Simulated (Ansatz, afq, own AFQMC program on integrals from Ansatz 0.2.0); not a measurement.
**SiH$_{3}$, doublet in cc-pVTZ, levels against CCSDT(Q)**

```yaml
atoms:
  - { symbol: H, position_ang: [-2.6481, 0.0479, 0.0000] }
  - { symbol: H, position_ang: [-1.9031, 0.0479, 0.0000] }
  - { symbol: Si, position_ang: [0.1439, 0.0479, 0.0000] }
  - { symbol: H, position_ang: [0.5404, -1.4316, 0.0000] }
```

Basis cc-pVTZ. Only valence electrons are correlated. Integrals, coupled cluster, full CI and functionals: Ansatz 0.2.0; the random walks run on the same integrals in our own AFQMC program. ph-AFQMC/CISD is guided by a CISD state made of CCSD amplitudes; releasing the constraint for a short imaginary time cuts its bias at the price of noise, slowly where states lie close. ± is one standard error of the sampling.

Determinant: UHF, the one that the program's search chose, which needn't be the lowest solution. The geometry is a point of a scan.

No full CI on the walks' own integrals is used here; CCSDT(Q) serves as the reference and is uncertain by about the last step of the cluster series.

- T1 diagnostic: 0.0289
- weight of the determinant in the CISD state: 0.893
- ⟨S²⟩ of the determinant: 0.796
- size of the correlated space: 7 electrons in 71 orbitals

Reference: CCSDT(Q), correlation energy -4.178 eV. The released energy is read at 2.40 1/Eh (meV from the phaseless value at times in 1/Eh: -2.6 ± 2.1 at 0.24, -6.1 ± 1.9 at 0.51, -7.6 ± 1.8 at 0.99, -8.3 ± 1.5 at 1.62, -4.4 ± 1.7 at 2.40).

| level | E − E(reference) (meV) | share of correlation (%) |
| --- | --- | --- |
| HF | 4178.3 | 0.00 |
| MP2 | 988.4 | 76.34 |
| CCSD | 133.6 | 96.80 |
| CCSD(T) | 28.4 | 99.32 |
| CCSDT | 3.2 | 99.92 |
| ph-AFQMC/CISD | 7.6 ± 2.1 | 99.82 |
| released AFQMC | 3.2 ± 1.7 | 99.92 |

A walk keeps the symmetry of its determinant, which the program's search chose and which needn't be the lowest solution, so a lower state of the same spin and another symmetry isn't excluded. Released energies are given only where the last usable release times agree within the noise; a slower fall can still hide under it.
